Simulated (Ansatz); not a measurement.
# C₂H₂OS: small, medium and large basis sets

An exercise on one series of results from a longer session: the logs are not shown, and one member is left open.

Method: one geometry, several basis sets; program: Ansatz 0.2.0, Gaussian basis.

Levels to be run: PBE0-D4/def2-SVP; ωB97M-V/def2-SVP; PBE0-D4/def2-QZVPP; ωB97M-V/def2-QZVPP; the functionals' def2-TZVPP values are taken from earlier runs.

## Structure used throughout

The geometry comes from an earlier relaxation with PBE0-D4 in a triple-zeta def2 set; it is a stationary point.

SMILES `OC1=CS1`, 6 atoms, charge 0, spin multiplicity 1.

Atoms are counted from 1 here; the program's logs count them from 0.

Bond lengths: O1–C2 1.314 Å, O1–H5 0.966 Å, C2–C3 1.281 Å, C2–S4 1.770 Å, C3–S4 1.886 Å, C3–H6 1.071 Å. Angles: C2–O1–H5 109.3°, O1–C2–C3 151.3°, O1–C2–S4 134.2°, C3–C2–S4 74.5°, C2–C3–S4 64.7°, C2–C3–H6 157.0°, S4–C3–H6 138.3°, C2–S4–C3 40.9°.

The first run:

Input file in.yaml:

```yaml
crystal:
  periodic: [false, false, false]
  atoms:
    - {symbol: O, position_ang: [-0.562308, 0.491108, -1.347950]}
    - {symbol: C, position_ang: [-0.080975, -0.157049, -0.311547]}
    - {symbol: C, position_ang: [0.362441, -0.184269, 0.889872]}
    - {symbol: S, position_ang: [0.305957, -1.853231, 0.012912]}
    - {symbol: H, position_ang: [-0.632337, 1.430380, -1.133634]}
    - {symbol: H, position_ang: [0.649321, 0.209061, 1.844148]}
basis:
  gaussian: {orbitals: def2-SVP}
hamiltonian: {xc: pbe0, dispersion: d4}
output: {orbitals: {seedname: orbitals}}
```

Command:

```
$ ansatz run in.yaml --threads 2 --pin off --events-out ev --progress --plain --max-ram 4352MiB
```

Among the steps run: PBE0-D4 in def2-SVP; ωB97M-V in def2-SVP; PBE0-D4 in def2-QZVPP; ωB97M-V in def2-QZVPP.

One of the session's tables, all rows but one given; the rest of the session is left out.

It belongs to the step «Density functionals: the series». 

```
functional       basis  HOMO (eV)
   PBE0-D4    def2-SVP      -5.19
   PBE0-D4  def2-TZVPP      -5.35
   PBE0-D4  def2-QZVPP      -5.41
   ωB97M-V    def2-SVP          ?
   ωB97M-V  def2-TZVPP      -7.54
   ωB97M-V  def2-QZVPP      -7.61
```

**Question.** Estimate the row for ωB97M-V, def2-SVP.

**Answer.** HOMO (eV): -7.36. In the column «HOMO (eV)» it lies between ωB97M-V, def2-TZVPP (-7.54) and PBE0-D4, def2-QZVPP (-5.41).
